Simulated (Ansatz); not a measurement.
# BH4 (doublet): the correlation ladder at distance H1–H2 along a hydrogen transfer = 0.779 Å, cc-pVTZ

How much of the correlation energy of BH4 (doublet) does each wave-function method recover here?

Program: Ansatz 0.2.0, Gaussian basis. Level of theory: cc-pVTZ, core rule «outside noble gas», up to 1 orbitals frozen. These are calculated values, not measurements.

To be run: UHF; CCSD(T) on ROHF; CCSD(T) on UHF; BCCD(T) on ROHF; CCSDT(Q) on ROHF; CCSDT(Q) on UHF; CASSCF and MRCISD+Q, 3 electrons in 3 orbitals; CASSCF and NEVPT2, 3 electrons in 3 orbitals; CASSCF and MRCISD+Q, 7 electrons in 8 orbitals; CASSCF and MRCISD+Q(relaxed), 7 electrons in 8 orbitals; CASSCF and NEVPT2, 7 electrons in 8 orbitals.

**1. The system**

The geometry derives from fragments relaxed apart (PBE0/def2-TZVP) and kept rigid, so it is no stationary point. A hydrogen atom is moved between rigid fragments.

5 atoms, charge 0, spin multiplicity 2.

Atoms are counted from 1 here; the program's logs count them from 0.

Bond lengths: H1–H2 0.779 Å, H2–B3 1.374 Å, B3–H4 1.191 Å, B3–H5 1.191 Å. Angles: H1–H2–B3 180.0°, H2–B3–H4 115.3°, H2–B3–H5 115.3°, H4–B3–H5 129.4°.

**2. UHF**

in.yaml

```yaml
crystal:
  periodic: [false, false, false]
  atoms:
    - {symbol: H, position_ang: [-1.982629, 0.000000, 0.000000]}
    - {symbol: H, position_ang: [-1.203629, 0.000000, 0.000000]}
    - {symbol: B, position_ang: [0.170371, 0.000000, 0.000000]}
    - {symbol: H, position_ang: [0.679444, 0.000000, 1.077008]}
    - {symbol: H, position_ang: [0.679444, 0.000000, -1.077008]}
basis:
  gaussian: {orbitals: cc-pVTZ}
magnetization: {spin_polarized: true, initial_magnetization: 1}
hamiltonian: {xc: hf}
output: {orbitals: {seedname: orbitals}}
```

Command:

```
> ansatz run in.yaml --threads 1 --pin off --events-out ev --progress --plain --max-ram 2816MiB --backend cpu
```

Further steps of the session: CCSD(T) on ROHF; CCSD(T) on UHF; BCCD(T) on ROHF; CCSDT(Q) on ROHF; CCSDT(Q) on UHF; CASSCF and MRCISD+Q, 3 electrons in 3 orbitals; CASSCF and NEVPT2, 3 electrons in 3 orbitals; CASSCF and MRCISD+Q, 7 electrons in 8 orbitals; CASSCF and MRCISD+Q(relaxed), 7 electrons in 8 orbitals; CASSCF and NEVPT2, 7 electrons in 8 orbitals.

Q: Predict the results of all the runs planned. Wanted: UCCSDT(Q) below the RHF energy; RMP2 from UCCSDT(Q); UMP2 from UCCSDT(Q); RCCSD from UCCSDT(Q); RCCSD(T) from UCCSDT(Q); UCCSD(T) from UCCSDT(Q); RCCSDT(Q) from UCCSDT(Q); NEVPT2 valence from UCCSDT(Q); MRCISD+Q valence from UCCSDT(Q).

The runs gave:

| quantity | value |
| --- | --- |
| UCCSDT(Q) below the RHF energy | -4.4063 eV |
| RMP2 from UCCSDT(Q) | +18.10 kcal/mol |
| UMP2 from UCCSDT(Q) | +18.77 kcal/mol |
| RCCSD from UCCSDT(Q) | +2.48 kcal/mol |
| RCCSD(T) from UCCSDT(Q) | +0.41 kcal/mol |
| UCCSD(T) from UCCSDT(Q) | +0.42 kcal/mol |
| RCCSDT(Q) from UCCSDT(Q) | +0.01 kcal/mol |
| NEVPT2 valence from UCCSDT(Q) | +16.50 kcal/mol |
| MRCISD+Q valence from UCCSDT(Q) | +0.38 kcal/mol |
| MRCISD+Q(relaxed) valence from UCCSDT(Q) | -0.40 kcal/mol |
| levels within 1 kcal/mol (43 meV) | RCCSD(T), UCCSD(T), BCCD(T), RCCSDT, UCCSDT, RCCSDT(Q), MRCISD+Q valence, MRCISD+Q(relaxed) valence |
| T1 diagnostic | 0.019 |
| effectively unpaired electrons | 1.01 |

**Reading.** RCCSD(T) lands +0.41 kcal/mol from the yardstick (0.4 % of the correlation energy). One determinant dominates. Of the multireference levels listed MRCISD+Q valence comes nearest in total energy (+0.38 kcal/mol), which doesn't show that its space is the better one. These misses are within one basis, not against nature; the frozen cores of restricted and unrestricted runs differ, which can shift their rows.
